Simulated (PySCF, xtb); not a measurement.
Cl4Si, SMILES Cl[Si](Cl)(Cl)Cl (connectivity only; charge and spin as stated), charge -1, multiplicity 2.

Harmonic wavenumbers (cm⁻¹) from GFN2-xTB (xtb) at its own minimum, in rising order: 87, 126, 138, 167, 179, 197, 198, 388, 419.

Question: What does PBE0-D3(BJ)/def2-SVPD run with PySCF give at its own minimum? (Estimate from the structure and the level; the computed values follow.)

Answer: 93, 119, 145, 180, 198, 260, 375, 459, 482. Paired by order, the mean absolute difference is 47 cm⁻¹ and the zero-point energies are 2.7 and 3.3 kcal/mol.
